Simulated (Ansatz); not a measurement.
# SiNH (quintet): wave-function methods side by side, 6-31G

How much of the correlation energy of SiNH (quintet) does each wave-function method recover here?

Computed with Ansatz 0.2.0, Gaussian basis. Level: 6-31G, core rule «outside noble gas», up to 6 orbitals frozen.

The runs, in order: UHF; CCSD(T) on ROHF; CCSD(T) on UHF; BCCD(T) on ROHF; CISD; CCSDT(Q) on ROHF; CCSDT(Q) on UHF; CCSDTQ on ROHF; CCSDTQ on UHF; CASSCF and MRCISD+Q, 10 electrons in 9 orbitals; CASSCF and NEVPT2, 10 electrons in 9 orbitals; Full CI.

6 further runs of the same task are left out: 6 set aside as unsound or not needed.

## Step 1: What is computed

The geometry is a PBE0/def2-TZVP stationary point (not a proven minimum) of the parent state, kept for this charge and spin.

3 atoms, charge 0, spin multiplicity 5.

Atoms are counted from 1 here; the program's logs count them from 0.

Bond lengths: Si1–N2 1.651 Å, Si1–H3 1.520 Å. Angles: N2–Si1–H3 110.7°.

## Step 2: UHF

in.yaml reads:

```yaml
crystal:
  periodic: [false, false, false]
  atoms:
    - {symbol: Si, position_ang: [0.000000, -0.096456, 0.516159]}
    - {symbol: N, position_ang: [0.000000, 0.103488, -1.122923]}
    - {symbol: H, position_ang: [0.000000, 1.249554, 1.222147]}
basis:
  gaussian: {orbitals: 6-31G}
magnetization: {spin_polarized: true, initial_magnetization: 4}
hamiltonian: {xc: hf}
output: {orbitals: {seedname: orbitals}}
```

On the command line:

```
$ ansatz run in.yaml --threads 1 --pin off --events-out ev --progress --plain --max-ram 4096MiB --backend cpu
```

After this run come: CCSD(T) on ROHF; CCSD(T) on UHF; BCCD(T) on ROHF; CISD; CCSDT(Q) on ROHF; CCSDT(Q) on UHF; CCSDTQ on ROHF; CCSDTQ on UHF; CASSCF and MRCISD+Q, 10 electrons in 9 orbitals; CASSCF and NEVPT2, 10 electrons in 9 orbitals; Full CI.

Before running them: what should the planned runs give, taken together? Wanted: FCI below the RHF energy; RMP2 from FCI; UMP2 from FCI; RCCSD from FCI; RCCSD(T) from FCI; UCCSD(T) from FCI; RCCSDT(Q) from FCI; UCCSDT(Q) from FCI; NEVPT2 valence from FCI.

**Answer**, as computed:

| quantity | value |
| --- | --- |
| FCI below the RHF energy | -2.8467 eV |
| RMP2 from FCI | +659.5 meV |
| UMP2 from FCI | +637.5 meV |
| RCCSD from FCI | +59.2 meV |
| RCCSD(T) from FCI | +17.8 meV |
| UCCSD(T) from FCI | +16.7 meV |
| RCCSDT(Q) from FCI | +0.6 meV |
| UCCSDT(Q) from FCI | -0.8 meV |
| NEVPT2 valence from FCI | +411.9 meV |
| MRCISD+Q valence from FCI | +19.8 meV |
| levels within 1 kcal/mol (43 meV) | RCCSD(T), UCCSD(T), BCCD(T), RCCSDT, UCCSDT, RCCSDT(Q), UCCSDT(Q), RCCSDTQ, UCCSDTQ, MRCISD+Q valence |
| T1 diagnostic | 0.030 |
| effectively unpaired electrons | 4.02 |

What this shows: RCCSD(T) lands +17.8 meV from the yardstick (0.6 % of the correlation energy). One determinant dominates. Of the multireference levels listed MRCISD+Q valence comes nearest in total energy (+19.8 meV), which doesn't show that its space is the better one. These misses are within one basis, not against nature; the frozen cores of restricted and unrestricted runs differ, which can shift their rows.
